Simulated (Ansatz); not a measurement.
A calculation on 1T (CdI2-type) SnS2 returned lattice constant a 3.659 Å, lattice parameter c 6.757 Å.

For reference: lattice constant a 3.646 Å (measured, room temperature, no zero-point or thermal correction, our sources range from 3.640 to 3.650; as tabulated in Lima et al. (2018), arXiv:1803.05430); lattice parameter c 5.893 Å (measured, room temperature, no zero-point or thermal correction; as tabulated in Lima et al. (2018), arXiv:1803.05430).

Question: Which level of theory produced these numbers?
(A) PBE0 (Ansatz, an electronic-structure program)
(B) LDA (Ansatz)
(C) PBEsol+SOC (Ansatz)
(D) PBEsol (Ansatz)

Answer: A, PBE0 (Ansatz)

The others give: PBEsol 3.651 Å, 6.066 Å; LDA 3.632 Å, 5.700 Å; PBEsol+SOC 3.650 Å, 6.065 Å.

Unless a cell is named, each level is at its own relaxed cell (LDA 21.70, PBE0 26.11, PBEsol 23.34, PBEsol+SOC 23.33 Å³/atom).

Caveats: LDA has no dispersion term either, though it tends to give short spacings of layers, chains or molecules (LDA); the cell comes from a level without a dispersion term, which matters for the spacing of layers, chains or molecules (PBEsol, PBEsol+SOC, PBE0). Ansatz's density-functional and Hartree–Fock values are scalar-relativistic unless marked +SOC, with PAW data made under PBE.
